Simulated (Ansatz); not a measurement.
Results of PBE+U in Ansatz (PAW) for hematite (α-Fe2O3).

Settings: plane-wave cutoff 500 eV, 10×10×10 k mesh, Fermi–Dirac smearing 0.05 eV, U_eff Fe 5.3 eV, spin-polarised with opposed moments, scalar-relativistic PAW data made under PBE.

Computed at the level's own relaxed cell.

Estimate the volume per atom, magnetic moment (largest site, within a sphere) and band gap that the calculation returns.


- volume per atom = 10.62 Å³/atom
- magnetic moment (largest site, within a sphere) = 3.87 μB
- band gap = 2.39 eV (on the SCF k mesh)

Measured, for comparison: band gap 2.6 eV (temperature not stated, not corrected to a static lattice, photoemission and inverse photoemission; as tabulated in Parkinson (2016), arXiv:1602.06774). Computed (rounded) less measured: band gap -0.21 eV.

Note: results with U depend on the projectors and the PAW data; a magnet's gap depends somewhat on the PAW data.

Moments are spin moments.

Static lattice: no zero-point or thermal effects.

Ansatz is a first-principles code.
